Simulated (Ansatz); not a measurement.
A calculation with Ansatz (development build ahead of 0.2.0).

```yaml
crystal:
  periodic: [false, false, false]
  atoms:
    - { symbol: "N", position_ang: [-0.3918, -0.07077, 0.18886] }
    - { symbol: F, position_ang: [0.24542, -1.15795, -0.1798] }
    - { symbol: F, position_ang: [0.48912, 0.55718, 0.93296] }
    - { symbol: F, position_ang: [-0.42408, 0.64684, -0.91032] }
basis:
  gaussian: { orbitals: def2-SVP }
total_charge: 1
magnetization:
  spin_polarized: true
  initial_magnetization: 1
hamiltonian:
  xc: hf
output:
  forces: true
```

The input is written out in the form of the current development build from the run's settings.

Results

```json
{
 "Converged": "yes",
 "Total energy": "-351.77727 hartree",
 "Spin squared of the determinant": "0.769",
 "Stability test": "minimum"
}
```

Forces (eV/Å):
```csv
atom,Fx,Fy,Fz
N1,8.941,1.556,-4.357
F2,-3.119,0.633,1.577
F3,-3.359,-1.050,0.483
F4,-2.462,-1.138,2.296
```
